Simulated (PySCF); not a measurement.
# SMILES C(C#N)C1=NC1, C4H4N2

Geometry (Å), atoms numbered from 1 in this order:
```xyz
10

N    -1.9541    1.9129    0.4674
C    -1.5720    0.8733    0.1924
C    -1.0725   -0.4370   -0.1632
C     0.3843   -0.3961   -0.3315
N     1.3628   -0.7546   -1.0278
C     1.6535    0.0683    0.1982
H    -1.3171   -1.1323    0.6495
H    -1.5554   -0.7805   -1.0842
H     2.1134   -0.4413    1.0348
H     1.9659    1.0919    0.0418
```

Computed, not measured: PySCF, quadratic response BHandHLYP/aug-cc-pVDZ first hyperpolarisability, Taylor convention, gas phase. Geometry: GFN2-xTB.

Question: Give the tensor of the second harmonic β(−2ω;ω,ω) at 1550 nm in the axes of these coordinates.

Answer: In au, Taylor convention; rows are the first index (the induced dipole):
|  | xx | yy | zz | xy | xz | yz |
| --- | --- | --- | --- | --- | --- | --- |
| x | +57.1 | -1.2 | -14.4 | -4.1 | -13.7 | -2.6 |
| y | -4.2 | -6.3 | +28.2 | -1.1 | -2.4 | +4.0 |
| z | -13.8 | +4.2 | +11.2 | -2.5 | -14.3 | +28.2 |

Norm of βᵢ = ⅓ Σⱼ (βᵢⱼⱼ + βⱼᵢⱼ + βⱼⱼᵢ): 45.4 au, hyper-Rayleigh value 28.9 au.
